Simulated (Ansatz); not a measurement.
**CuGe: from a trial structure to a relaxed crystal**

The calculation used DFT PBE, scalar-relativistic, plane waves, PAW (Ansatz 0.2.0). Cutoff 420 eV, Γ-centred k mesh, Gaussian smearing, no spin polarisation in the final step.

CuGe was placed on the sites of a reported CaSi cell (Cmcm, No. 63), with Cu in place of Ca, Ge in place of Si, at a guessed volume.

```yaml
crystal:
  lattice:
    - [2.06983, -4.86794, 0.00000]
    - [2.06983, 4.86794, 0.00000]
    - [0.00000, 0.00000, 3.52638]
  atoms:
    - { symbol: Cu, position: [0.64000, 0.36000, 0.25000] }
    - { symbol: Cu, position: [0.36000, 0.64000, 0.75000] }
    - { symbol: Ge, position: [0.93000, 0.07000, 0.25000] }
    - { symbol: Ge, position: [0.07000, 0.93000, 0.75000] }
```

Steps on the 4×4×6 mesh (4 atoms). 12 of 17 steps are shown, and the free energy counts from the last. Trial steps that were taken back and renewals of the plane-wave basis can be among the rows.

```
step  ΔF (meV/atom) V (Å³/atom) P (GPa) largest force component (eV/Å)
   1          519.9        17.77     2.04                           4.106
   2          262.6        16.58     0.40                           1.829
   4           74.6        15.72     1.67                           0.585
   5           26.0        15.63     2.33                           0.510
   7           12.7        16.05    -0.26                           0.201
   8            6.9        15.83    -0.09                           0.063
  10            6.3        15.78     0.06                           0.009
  11            4.5        15.78     0.40                           0.010
  13            1.5        15.82     0.11                           0.047
  14            0.3        15.79     0.13                           0.046
  16            0.0        15.80     0.03                           0.002
  17            0.0        15.80     0.03                           0.002
```

Steps on the 6×6×4 mesh (4 atoms). 7 of 10 steps are shown, and the free energy counts from the last.

```
step  ΔF (meV/atom) V (Å³/atom) P (GPa) largest force component (eV/Å)
   1           12.5        15.80     0.32                           0.065
   2           11.3        15.79     0.13                           0.065
   3            5.9        15.76    -0.62                           0.031
   4            2.0        15.58    -0.02                           0.050
   5            0.8        15.40     0.06                           0.024
   6            0.2        15.50    -0.50                           0.028
  10            0.0        15.41    -0.01                           0.007
```

Steps on the 14×14×10 mesh (4 atoms). 6 of 9 steps are shown, and the free energy counts from the last.

```
step  ΔF (meV/atom) V (Å³/atom) P (GPa) largest force component (eV/Å)
   1            2.3        15.41     0.39                           0.045
   2            1.8        15.44     0.14                           0.021
   3            1.1        15.41     0.07                           0.034
   4            0.5        15.35     0.18                           0.008
   5            0.1        15.34    -0.07                           0.015
   9            0.0        15.34     0.02                           0.001
```

A final relaxation ran on a 14×14×10 mesh. The relaxed crystal, Cmcm (No. 63):

```
Cu Ge
1.0
     1.64317   -4.64965    0.00000
     1.64317    4.64965    0.00000
     0.00000    0.00000    4.01685
Cu Ge
2 2
Direct
  0.58294 0.41706 0.25000
  0.41706 0.58294 0.75000
  0.85722 0.14278 0.25000
  0.14278 0.85722 0.75000
```

```yaml
Volume_per_atom: 15.34 Å³
Density: 7.37 g/cm³
Energy_over_the_elements: 0.13 eV/atom
Gap_on_the_14×14×10_mesh: 0 eV (a metal)
```

Energies over the elements count from the elements' standard structures at the same level, with no empirical corrections.

The final run used a 14×14×10 mesh on its 4-atom cell and 0.10 eV smearing. For metals, differences of a few meV/atom aren't resolved.

Symmetry constrained the relaxation, so the result can be a saddle point.